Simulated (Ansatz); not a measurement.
Input file:

```yaml
crystal:
  periodic: [false, false, false]
  atoms:
    - {symbol: S, position_ang: [0.000000, -0.405199, 1.593105]}
    - {symbol: P, position_ang: [0.000000, 0.838949, 0.000000]}
    - {symbol: S, position_ang: [0.000000, -0.405199, -1.593105]}
basis:
  gaussian: {orbitals: 6-31G}
total_charge: 1
magnetization: {spin_polarized: false, initial_magnetization: 4}
hamiltonian: {pseudopotentials: {relativity: none}}
correlation: {active_space: {window: {electrons: 4, orbitals: 7}}}
```

```sh
$ ansatz run in.yaml --threads 1 --pin off --events-out ev --progress --plain --max-ram 2393MiB
```

Log:

```
430 factors; integrals over basis functions are off by at most 9.1e-5 eV
mean field evaluation 1: about -30890.5739 eV, gradient 7.7e0 eV
mean field evaluation 2: about -30890.5893 eV, gradient 7.7e0 eV
mean field evaluation 4: about -30891.3554 eV, gradient 1.6e0 eV
mean field evaluation 8: about -30891.5810 eV, gradient 8.8e-2 eV
mean field evaluation 16: about -30891.5673 eV, gradient 9.2e-1 eV
mean field evaluation 32: about -30891.5862 eV, gradient 7.5e-3 eV
mean field evaluation 64: about -30891.2131 eV, gradient 9.5e-1 eV
mean field evaluation 96: about -30890.7764 eV, gradient 4.2e-1 eV
mean field evaluation 128: about -30891.0717 eV, gradient 3.3e0 eV
mean field evaluation 160: about -30891.5490 eV, gradient 6.3e-1 eV
mean field evaluation 192: about -30890.7432 eV, gradient 3.3e-2 eV
mean field -30891.58622909 eV, -1135.2448548500 hartree, gradient 9.3e-6 eV, S^2 6.000000; 18 other end points of the search recorded, 0 dependent functions left out
reference -30891.58622909 eV, -1135.2448548500 hartree; 25, 21 occupied and 14, 18 virtual orbitals, 430 factors
state -30891.62084313 eV, -1135.2461268923 hartree
2 active orbitals were swapped for others, from the solution at -30891.61574333 eV, -1135.2459394781 hartree to that at -30891.62084313 eV, -1135.2461268923 hartree; typed "places" are swapped only where nearly empty or full, and so, without "given_window_search", are "orbital_numbers", "shells" and a window whose orbitals a file names under [Active]
Total energy: -30891.62084313 eV, -1135.2461268923 hartree
```

The active space holds one configuration alone, so it describes no static correlation.

Natural occupations: 1.0000 0.9996 0.9993 0.9991 0.0009 0.0007 0.0004.

Ran on 1 thread of Arm Neoverse V1, shared host: 15 s wall, 0.19 GiB peak host memory.
